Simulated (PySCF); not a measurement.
## Magnesium: a sound run and one with changed settings

Sound run: Mg [Ne] 3s2, Mg⁺ [Ne] 3s1. Computed with PySCF 2.14 in cc-pVDZ-DK, with the spin-free X2C one-electron Hamiltonian (Gaussian nucleus). The sound run starts from symmetry-adapted Hartree-Fock orbitals and uses a fine grid where one is needed.

Changed run: 6 angular points. This setting is unsound on purpose.

```csv
species,method,sound run (hartree),changed run (hartree),converged
Mg,UHF,-199.91418,-199.91418,yes
Mg,BP86,-200.39302,-200.39302,yes
Mg,M06-2X,-200.36349,-200.36349,yes
Mg⁺,UHF,-199.67040,-199.67040,yes
Mg⁺,BP86,-200.10822,-200.10822,yes
Mg⁺,M06-2X,-200.07704,-200.07704,yes
```

Ionisation energy of Mg:

```csv
method,sound run (eV),changed run (eV)
UHF,6.634,6.634
BP86,7.750,7.750
M06-2X,7.795,7.795
```

Here the setting changes nothing at the digits shown.

For comparison, NIST gives 7.646 eV between the lowest levels.
